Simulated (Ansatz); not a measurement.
1T (CdI2-type) ZrSe2 was calculated with HSE06 (PAW; Ansatz, a program for electronic structure).

Numerical settings: plane-wave cutoff 460 eV, 9×9×4 k mesh (along the axes of the cell as run), Fermi–Dirac smearing 0.01 eV, scalar-relativistic PAW data made under PBE.

Computed at the level's own relaxed cell.

**Question.** What does this level give for the lattice parameter a, c axis length, band gap and smallest direct gap on the k points sampled?

**Answer.** 
* **lattice parameter a**: 3.792 Å
* **c axis length**: 6.762 Å
* **band gap**: 1.10 eV
* **smallest direct gap on the k points sampled**: 1.87 eV

Measured, for comparison: band gap 1.18 eV (temperature not stated, no zero-point or thermal correction, fundamental, indirect, our sources range from 0.90 to 1.20; as tabulated in Rybak et al. (2022), arXiv:2210.12074); lattice constant a 3.77 Å (temperature not stated, no zero-point or thermal correction; as tabulated in Björkman (2014), arXiv:1406.2436); lattice parameter c 6.122 Å (temperature not stated, zero-point anharmonic expansion removed (computed with revB86b-DF2); no thermal correction; as tabulated in Björkman (2014), arXiv:1406.2436). Computed (rounded) less measured: lattice constant a +0.6 %, lattice parameter c +10.5 %.

Note: the cell comes from a level without a dispersion term, which matters for the spacing of layers, chains or molecules; the cell has widely spaced layers and the level no dispersion term, so their spacing and the moduli can rest on weak binding.

Spin–orbit coupling is not included.

Static lattice: no zero-point or thermal effects.

Cost on a shared machine: around 90 core-minutes (rough).
